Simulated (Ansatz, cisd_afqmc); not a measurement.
System: CH$_{2}$O, charge 0, singlet. CH2O (SMILES O=C).
B3LYP-D3(BJ)/def2-TZVP minimum from Ansatz (a quantum-chemistry and plane-wave program):
```
C
O 1 1.1989
H 1 1.1075 2 122.05
H 1 1.1075 3 115.91 2 180.00
```
Charge 0, spin multiplicity 1.

Total energies in cc-pVDZ, 12 correlated electrons, 2 frozen orbitals. Radicals and triplets start from unrestricted determinants; spin-orbit coupling is neglected. Cores are frozen in correlated methods. No relativity. AFQMC is phaseless with a CISD trial state; ± is one standard error, without the phaseless bias. Outlying blocks are dropped, and bars are widened where a walk drifts. Over all cases where full CI ran beside it in this data, AFQMC minus full CI had a median of +0.1 mEh and passed +0.4 mEh in a tenth of the cases.

```json
[
 {"method": "HF", "program": "Ansatz", "energy (Eh)": "-113.87664", "minus CCSDTQ (mEh)": "343.06"},
 {"method": "MP2", "program": "Ansatz", "energy (Eh)": "-114.19262", "minus CCSDTQ (mEh)": "27.08"},
 {"method": "CCSD", "program": "Ansatz", "energy (Eh)": "-114.20852", "minus CCSDTQ (mEh)": "11.17"},
 {"method": "CCSD(T)", "program": "Ansatz", "energy (Eh)": "-114.21834", "minus CCSDTQ (mEh)": "1.36"},
 {"method": "CCSDT(Q)", "program": "Ansatz", "energy (Eh)": "-114.21982", "minus CCSDTQ (mEh)": "-0.13"},
 {"method": "CCSDTQ", "program": "Ansatz", "energy (Eh)": "-114.21969", "minus CCSDTQ (mEh)": "0.00"},
 {"method": "AFQMC/CISD", "program": "cisd_afqmc", "energy (Eh)": "-114.2199 ± 0.0004", "minus CCSDTQ (mEh)": "-0.2 ± 0.4"}
]
```

Rough core times of Ansatz's runs on a shared machine: CCSD(T) under 20 s, CCSDT(Q) under 20 s, CCSDTQ 8 min.
